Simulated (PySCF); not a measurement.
Species: sodium amide, H2NNa.
Geometry (PBE0-D3(BJ)/def2-SVP, Å), atoms numbered from 1 in this order:
```
atom  x, y, z in Å
N1    -0.2137    0.0059    0.1340
Na2    1.8564   -0.0364   -0.0266
H3    -0.7981    0.8217   -0.0596
H4    -0.8242   -0.7817   -0.0935
```

Level: CAM-B3LYP/def2-SVPD in PySCF, non-relativistic, on one gas-phase PBE0-D3(BJ)/def2-SVP geometry that isn't relaxed in the solvent. The solvent is an IEF-PCM continuum (van der Waals radii × 1.2), and excitations are vertical TDDFT with non-equilibrium linear response and a frozen core. The model holds no explicit solvent molecules, cavitation or dispersion.

Gas-phase singlets (H = HOMO, L = LUMO):

| state | E (eV) | λ (nm) | f | leading configurations |
| --- | --- | --- | --- | --- |
| S1 | 2.080 | 596 | 0.031 | H→L 94% |
| S2 | 3.637 | 341 | 0.006 | H→L+1 94% |
| S3 | 3.852 | 322 | 0.056 | H→L+3 57%, H→L+2 30% |
| S4 | 3.981 | 311 | 0.012 | H→L+2 59%, H→L+3 28% |
| S5 | 4.681 | 265 | 0.136 | H-1→L 86% |

Q: How does the list change in chloroform (ε = 4.711)?

A: 
```
state  E (eV)  λ (nm)      f  leading configurations  change by rank (eV)
   S1   3.212     386  0.059                 H→L 91%               +1.132
   S2   4.463     278  0.040    H→L+3 51%, H→L+2 32%               +0.826
   S3   4.656     266  0.002               H→L+1 93%               +0.804
   S4   4.914     252  0.023    H→L+2 59%, H→L+3 34%               +0.933
   S5   5.550     223  0.143               H-1→L 88%               +0.869
```

Q: What are the lowest 5 singlets in water (ε = 78.36)?

A: 
```
state  E (eV)  λ (nm)      f  leading configurations  change by rank (eV)
   S1   3.633     341  0.072                 H→L 90%               +1.553
   S2   4.789     259  0.026               H→L+1 80%               +1.152
   S3   5.086     244  0.001               H→L+2 93%               +1.234
   S4   5.325     233  0.020               H→L+3 90%               +1.344
   S5   5.890     211  0.138   H-1→L 87%, H-1→L+1 8%               +1.209
```

Q: The ground-state energy changes by -0.647 eV from gas to water. By how much does the total energy of gas-phase S3 change?

A: E(S3) = E(S0) + excitation energy, so it changes by -0.647 − 0.219 = -0.866 eV: it is lowered more than the ground state, which is what a red shift means. This is the vertical state, with the slow part of the continuum still set for S0.

Q: How do the frontier levels move from gas to water?

A: 
| orbital | gas (eV) | solvent (eV) | change (eV) |
| --- | --- | --- | --- |
| LUMO+2 | 0.65 | 0.86 | +0.21 |
| LUMO+1 | 0.55 | 0.81 | +0.26 |
| LUMO | -0.84 | -0.10 | +0.74 |
| HOMO | -5.50 | -6.63 | -1.13 |
| HOMO-1 | -8.01 | -8.89 | -0.88 |
| HOMO-2 | -11.26 | -12.29 | -1.03 |
| HOMO-3 | -20.88 | -21.90 | -1.02 |

The HOMO–LUMO gap goes from 4.65 to 6.53 eV.

Time: 1.6 s wall. Hardware: one thread, x86-64 server, shared host. This is the whole response run at CAM-B3LYP/def2-SVPD in water, SCF included.
